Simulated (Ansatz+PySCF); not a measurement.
**singlet CH(+): levels of theory in one basis**

```tsv
atom	x (Å)	y (Å)	z (Å)
C	0.0000	0.0000	-0.3605
H	0.0000	0.0000	2.1633
```

Basis set: 6-31G (spherical functions). Left uncorrelated: 1 orbital. Charge 1, multiplicity 1.

Computed with Ansatz (development build ahead of 0.2.0); each method stands on the lowest determinant of its kind that the runs found.

| method | E − E(RHF) (eV) | <S²> of the determinant |
| --- | --- | --- |
| RHF | 0.00 | 0.00 |
| UHF | -2.36 | 1.01 |
| RHF-MP2 | -2.08 | – |
| UHF-MP2 | -3.07 | 1.01 |
| RHF-CCSD | -3.83 | – |
| RHF-CCSD(T) | -3.93 | – |
| full CI (lowest root of this spin) | -3.91 | – |

(1) What does UHF-CCSD(T) give on the same scale?

(2) Is a single determinant a sound starting point here?

Answers

(1) -3.69 eV.

At such a shape the full CI root can have another spatial symmetry than the determinants, so the rows needn't describe one state.

(2) It is doubtful. Unrestricted orbitals lower Hartree–Fock by 2.36 eV and <S²> is 1.01 where a pure state has 0.00, a sign of strong static correlation.

Caution for RHF, RHF-MP2, RHF-CCSD, RHF-CCSD(T): an unrestricted determinant lies well below. Caution for UHF, UHF-MP2, UHF-CCSD(T): the unrestricted determinant is a mixture of spin states. Caution for RHF-MP2, RHF-CCSD, RHF-CCSD(T): large amplitudes, a single reference is doubtful. Caution for UHF-MP2, UHF-CCSD(T): bonds are stretched, where a single reference can fail; a plain start can end on a higher determinant. Caution for RHF-CCSD(T): the amplitudes may be one of several solutions. Caution for UHF-CCSD(T): another reference gives a lower total.
